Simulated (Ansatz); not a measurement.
**AlH5O (Al(H2O)H3): the energy, rung by rung**

The species is AlH5O (7 atoms), meant as a singlet with charge 0. SMILES: `[H][Al]([H])([H])<-[OH2]`. The shape comes from GFN2-xTB, which is rough for such elements, and wasn't checked as a minimum.

```xyz
7

Al    0.0382   -0.0633   -0.8780
O    -0.0249    0.0381    1.0091
H    -0.7347   -0.3195    1.5558
H     0.5880    0.5682    1.5313
H     1.6072   -0.0401   -0.9784
H    -0.7357    1.2458   -1.2695
H    -0.7379   -1.4292   -0.9703
```

Each level gives the energy change with the Al1–H5 bond stretched from 1.572 to 1.966 Å (eV). The values are calculated.

```csv
level,kind,program,value (eV),less FCI/STO-3G,CPU time (all runs)
HF/STO-3G (restricted),Hartree–Fock,Ansatz,1.73,+0.33,0.16 s
PBE/STO-3G (restricted),GGA,Ansatz,1.23,-0.17,2.1 s
revPBE/STO-3G (restricted),GGA,Ansatz,1.21,-0.19,2.1 s
BHLYP/STO-3G (restricted),global hybrid,Ansatz,1.53,+0.13,2.1 s
PBE0/STO-3G (restricted),global hybrid,Ansatz,1.39,-0.01,2.1 s
wB97X/STO-3G (restricted),range-separated hybrid,Ansatz,1.44,+0.04,9.3 s
CCSD(T)/STO-3G (restricted),coupled cluster or CI,Ansatz,1.40,0.00,0.25 s
FCI/STO-3G,exact in the basis,Ansatz,1.40,0.00,21 s
```

FCI/STO-3G is exact within its basis and frozen core, so for wave-function methods in that basis the difference is their error; functionals converge differently with the basis, so for them it is only a difference. The first shape isn't each level's own minimum. The values span 1.21 to 1.73 eV. All rows use very small basis sets, so none should be taken for the real molecule's value. In so small a basis fixed costs decide the times, and correlated methods can beat functionals. CPU times are rough (shared hosts, several kinds of processor and program).
